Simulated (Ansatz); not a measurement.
C5H10 can be A, `CC1(C)CC1`, or B, `CC=C(C)C`.

Program: Ansatz. Geometries: PBE0-D4/def2-TZVP. ΔE: electronic, gas phase. CBS: MP2 limit from def2 TZ/QZ plus the TZ coupled-cluster correction, frozen cores. DFT in def2-TZVPP. B3LYP here is the variant with VWN-RPA as its local correlation; programs differ in this.

(1) Which isomer does CCSD(T)/CBS put lower? Give the gap. (Best estimate.)

(2) Give E(B) − E(A) in kcal/mol with LDA (SPW92), ωB97M-V, BLYP-D4, HF/def2-TZVPP, B3LYP, CCSD(T)/def2-SVP, PBE-D4. (Estimate.)

(3) Does the order hold for the free energy at 298.15 K (harmonic terms from PBE0-D4)? (An estimate is asked.)

Largest T1 diagnostic: 0.010.

Results:

(1) Computed: B, by 7.2 kcal/mol.

(2) The calculation gave: LDA (SPW92) -3.9, ωB97M-V -5.8, BLYP-D4 -11.6, HF/def2-TZVPP -9.4, B3LYP -10.1, CCSD(T)/def2-SVP -5.3, PBE-D4 -6.7. None reverses the order clearly.

(3) Ansatz gave: Yes: G(B) − G(A) = -9.5 kcal/mol.

Leaving LDA and LC-ωPBE aside and taking each functional with its dispersion term where it has one, the values, not all of them listed here, spread over 7.8 kcal/mol, from BLYP-D4 to PBE-QIDH. LDA lies +3.1 kcal/mol from PBE without D4. From r2SCAN to r2SCAN0 (25 % exact exchange), in def2-TZVPP and without D4, E(B) − E(A) moves by +1.5 kcal/mol.
